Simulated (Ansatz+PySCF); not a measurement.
Results of a calculation; reference values are marked as such.
Input for Ansatz (development build ahead of 0.2.0):

```yaml
crystal:
  periodic: [false, false, false]
  atoms:
    - { symbol: C, position_ang: [-0.70113, 0.0, 1.42557] }
    - { symbol: "N", position_ang: [0.29649, 0.0, 2.12294] }
basis:
  gaussian: { orbitals: cc-pVTZ }
magnetization:
  initial_magnetization: 1
hamiltonian:
  xc: hf
correlation:
  method: mp2
  frozen_orbitals: { C: 1, "N": 1 }
output:
  forces: true
```

The input is written out in the form of the current development build from the run's settings. Correlation on restricted open-shell orbitals is semicanonical, with singles.

Results

```yaml
Converged: yes
Reference_energy: -92.21599 hartree
Correlation_energy: -0.27594 hartree
Total_energy: -92.49193 hartree
Spin_squared_of_the_determinant: 0.750
Stability_test: minimum among restricted orbitals
Occupied_orbitals_by_symmetry_in_an_Abelian_subgroup_alpha;_beta: 5 A1 1 B1 1 B2; 5 A1 1 B2
```

Forces (eV/Å):
```tsv
atom	Fx	Fy	Fz
C1	-1.420	0.000	-0.993
N2	1.420	0.000	0.993
```

Caution: forces differ strongly between restricted and unrestricted references; another reference gives a lower total.
